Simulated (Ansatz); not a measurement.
# BHS₂ (singlet): wave-function methods side by side at a displaced geometry (v2), cc-pVDZ

How much of the correlation energy of BHS₂ (singlet) does each wave-function method recover here?

Method: cc-pVDZ, core rule «outside noble gas», up to 11 orbitals frozen; program: Ansatz 0.2.0, Gaussian basis.

The runs, in order: UHF; CCSD(T) on RHF; BCCD(T) on RHF; CISD; CCSDT(Q) on RHF.

12 further runs of the same task are left out: 4 that didn't finish, 8 set aside as unsound or not needed. Runs told in other sessions of the task aren't counted.

## (1) What is computed

The geometry is a PBE0/def2-TZVP stationary point (not a proven minimum) with its atoms shifted at random (size 0.100 Å).

4 atoms, charge 0, spin multiplicity 1.

Atoms are counted from 1 here; the program's logs count them from 0.

Bond lengths: S1–B2 1.606 Å, B2–S3 1.769 Å, S3–H4 1.292 Å. Angles: S1–B2–S3 170.9°, B2–S3–H4 92.2°.

## (2) UHF

Contents of in.yaml:

```yaml
crystal:
  periodic: [false, false, false]
  atoms:
    - {symbol: S, position_ang: [0.064576, -0.266352, 2.111802]}
    - {symbol: B, position_ang: [-0.100329, -0.265400, 0.514347]}
    - {symbol: S, position_ang: [-0.023677, -0.375796, -1.249657]}
    - {symbol: H, position_ang: [0.059430, 0.907548, -1.376492]}
basis:
  gaussian: {orbitals: cc-pVDZ}
magnetization: {spin_polarized: true, initial_magnetization: 0}
hamiltonian: {xc: hf}
output: {orbitals: {seedname: orbitals}}
```

Launch:

```sh
ansatz run in.yaml --threads 1 --pin off --events-out ev --progress --plain --max-ram 2393MiB
```

The runs that follow: CCSD(T) on RHF; BCCD(T) on RHF; CISD; CCSDT(Q) on RHF.

**Question.** What will the summary of the whole plan be? Wanted: RCCSDT(Q) from the RHF energy; RMP2 from RCCSDT(Q); RCCSD from RCCSDT(Q); RCCSD(T) from RCCSDT(Q); T1 diagnostic.

**Answer**, as computed:

```
                         quantity          value
    RCCSDT(Q) from the RHF energy    -10.4242 eV
              RMP2 from RCCSDT(Q)  +120.7 kJ/mol
             RCCSD from RCCSDT(Q)   +45.0 kJ/mol
          RCCSD(T) from RCCSDT(Q)    +5.5 kJ/mol
levels within 1 kcal/mol (43 meV)         RCCSDT
                    T1 diagnostic          0.018
```

**Reading.** RCCSD(T) lands +5.5 kJ/mol from the yardstick (0.5 % of the correlation energy). These misses are within one basis, not against nature.
